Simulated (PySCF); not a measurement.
Working with the constants of CCl⁻

UHF-CCSD(T) constants of CCl⁻, ³Σ⁻ (triplet), unpaired electrons π ↑↑ (C def2-TZVPPD, Cl def2-TZVPPD; no relativity (PySCF 2.14); masses 12.0000 and 34.9689 u):

- ωe: 474.4 cm⁻¹
- ωexe: 3.95 cm⁻¹
- Be: 0.52874 cm⁻¹
- αe: 0.00771 cm⁻¹
- De to C + Cl⁻: 1.61 eV

Q: What force constant and bond length do these constants imply?

A: Reduced mass μred = 8.9341 u; k = 5.8918×10⁻⁷·μred·ωe² (u, cm⁻¹, mdyn/Å) = 1.18 mdyn/Å; Re = √(16.8576/(μred·Be)) (u, cm⁻¹, Å) = 1.889 Å.

Q: Estimate the centrifugal constant D from the Kratzer relation and find the Dunham coefficient a1.

A: D = 4Be³/ωe² = 2.63e-06 cm⁻¹; a1 = −1 − αeωe/(6Be²) = -3.18.

Correlated steps freeze 6 core orbitals. For an ion De counts to the pair picked by the measured ionisation energies or electron affinities, which need not be the lowest pair at this level. The state is the lowest determinant that a PBE0 search found; another state may lie lower at other levels.
